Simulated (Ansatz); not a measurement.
A calculation with Ansatz (development build ahead of 0.2.0).

```yaml
crystal:
  periodic: [false, false, false]
  atoms:
    - { symbol: B, position_ang: [0.0, 0.0, 0.0] }
    - { symbol: "N", position_ang: [0.0, 0.0, 4.368] }
    - { symbol: H, position_ang: [0.0, 0.9401, 4.7887] }
    - { symbol: H, position_ang: [-0.7202, -0.6043, 4.7887] }
basis:
  gaussian: { orbitals: pcseg-2 }
total_charge: -1
magnetization:
  initial_magnetization: 1
hamiltonian:
  xc: pbe
```

The input is written out in the form of the current development build from the run's settings.

The run gave:

```json
{
  "Converged": "yes",
  "Total energy": "-80.48711 hartree",
  "Spin squared of the determinant": "0.750",
  "Stability test": "minimum among restricted orbitals"
}
```

Caution: stretched shape with no unrestricted run beside it, a lower state can exist; no diffuse functions for an anion; charge can spread falsely over distant fragments.
